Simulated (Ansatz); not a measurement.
# HNOSi: the cost of one run

Method: def2-QZVPP, core rule «outside noble gas», up to 7 orbitals frozen; program: Ansatz 0.2.0, Gaussian basis.

To be run: UHF; ROHF; CCSD(T) on UHF.

2 further runs of the same task are left out: 2 set aside as unsound or not needed.

### 1 The geometry

The geometry is a PBE0/def2-TZVP stationary point (not a proven minimum) of the parent state, kept for this charge and spin.

4 atoms, charge 1, spin multiplicity 2.

Atoms are counted from 1 here; the program's logs count them from 0.

Bond lengths: O1–N2 1.272 Å, N2–Si3 1.774 Å, N2–H4 1.026 Å. Angles: O1–N2–Si3 124.5°, O1–N2–H4 113.3°, Si3–N2–H4 122.2°.

### 2 UHF

Input file in.yaml:

```yaml
crystal:
  periodic: [false, false, false]
  atoms:
    - {symbol: O, position_ang: [0.000000, -0.337465, 1.530169]}
    - {symbol: N, position_ang: [0.000000, 0.447419, 0.529033]}
    - {symbol: Si, position_ang: [0.000000, -0.082561, -1.163926]}
    - {symbol: H, position_ang: [0.000000, 1.439714, 0.791361]}
basis:
  gaussian: {orbitals: "def2-QZVPP.json"}
total_charge: 1
magnetization: {spin_polarized: true, initial_magnetization: 1}
hamiltonian: {xc: hf}
output: {orbitals: {seedname: orbitals}}
```

The run is started by

```bash
ansatz run in.yaml --threads 1 --pin off --events-out ev --progress --plain --max-ram 2393MiB
```

**Question.** How long does this run take on 1 thread of Arm Neoverse V1, shared host, and how much memory does it need?

About 52 s, with a peak of 0.52 GiB.
